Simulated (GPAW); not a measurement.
**CH4AlS (SMILES [CH3][Al][SH]): UTPSS-D3(BJ)/plane waves (scalar-relativistic datasets, plane-wave cutoff 400 eV)**

We compute the charge distribution of CH4AlS. The job is set up through an ASE script.

The results are computed with GPAW 26.7.0.

1 further run of the same task is left out (it didn't finish). Runs told in other sessions of the task aren't counted.

## 1. The system as given

CH4AlS: 7 atoms, total charge 0, spin state doublet. As SMILES, `[CH3][Al][SH]`. All atoms were displaced at random from a relaxed shape.

Bond lengths: C1–Al2 2.006 Å, Al2–S3 2.194 Å, C1–H4 1.050 Å, C1–H5 1.105 Å, C1–H6 1.060 Å, S3–H7 1.345 Å. Angles: C1–Al2–S3 115.2°, Al2–C1–H4 112.0°, Al2–C1–H5 107.1°, Al2–C1–H6 108.7°, Al2–S3–H7 91.7°, H4–C1–H5 106.8°, H4–C1–H6 113.1°, H5–C1–H6 109.0°.

## 2. Energy and one-electron properties at UTPSS-D3(BJ)/plane waves (scalar-relativistic datasets, plane-wave cutoff 400 eV)

Contents of run.py:

```python
from ase.calculators.mixing import SumCalculator
from ase.io.zmatrix import parse_zmatrix
from dftd3.ase import DFTD3
from gpaw import GPAW, PW

atoms = parse_zmatrix("""
C
Al 1 2.005773
S 2 2.194329 1 115.18502
H 1 1.049792 2 111.963 3 163.195
H 1 1.104928 4 106.7554 2 116.89358
H 1 1.06023 4 113.10705 5 119.901
H 3 1.345013 2 91.69195 1 175.35658
""")
atoms.center(vacuum=4.5)
atoms.set_initial_magnetic_moments([0.333333, 0.333333, 0.333333, 0.0, 0.0, 0.0, 0.0])

calculator = GPAW(mode=PW(400),
                  xc="TPSS",
                  mixer={"name": "pulay", "beta": 0.1, "nmaxold": 5, "weight": 1.0},
                  maxiter=100,
                  occupations={"name": "fermi-dirac", "width": 0.0, "fixmagmom": True},
                  symmetry="off",
                  txt="-")
atoms.calc = SumCalculator([DFTD3(method="TPSS", damping="d3bj"), calculator])

energy = atoms.get_potential_energy()
print(f"Energy = {energy:.5f} eV")
forces = atoms.get_forces()
print("Forces (eV/Ang)")
for symbol, f in zip(atoms.symbols, forces):
    print(f'{symbol:2} {f[0]:9.4f} {f[1]:9.4f} {f[2]:9.4f}')
print("Moments:", calculator.get_magnetic_moments(atoms).round(3))
```

The run is started by

```bash
$ python run.py
```

Q: Predict the results. Wanted: energy as printed; dipole moment; HOMO energy; LUMO energy; dispersion energy.

**Answer.** As computed:

At UTPSS-D3(BJ)/plane waves (scalar-relativistic datasets, plane-wave cutoff 400 eV):

| quantity | value |
| --- | --- |
| energy as printed (from the program's reference atoms) | -41.5240 eV |
| dipole moment | 1.22 D |
| HOMO energy (shifted to the vacuum level, unlike the log) | -4.73 eV |
| LUMO energy (shifted to the vacuum level, unlike the log) | -3.23 eV |
| dispersion energy | -16.98 kJ/mol |
